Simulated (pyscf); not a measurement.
Thermochemistry of product channels of F–N•–F + GeH₂ [singlet] on the doublet surface, in kcal/mol, from ωB97M-D3(BJ)/def2-TZVP energies (ideal gas, 1 atm, RRHO with modes under 100 cm⁻¹ raised to 100, one conformer, R ln 2 for rigid chiral ones). Structures and frequencies: ωB97X-D3(BJ)/def2-SVP in PySCF.

```
products         ΔE  ΔH(298 K)  ΔG(298 K)  ΔG(900 K)
---------------  --  ---------  ---------  ---------
F–N•–GeH₂–F       ?      -81.1      -70.7      -50.6
HF + [F–N=GeH]•   ?      -40.9      -40.5      -40.6
```

Complete the blanks.


- F–N•–GeH₂–F, ΔE: -83.8
- HF + [F–N=GeH]•, ΔE: -43.2

These are energies of the channels, which say nothing of barriers. F–N•–GeH₂–F lies 101.1 kcal/mol over its isomer H₂N–Ge•(F)–F, and others may lie lower still (electronic energy, ωB97M-D3(BJ)). Elements up to Kr have no core potential and no relativistic terms here.
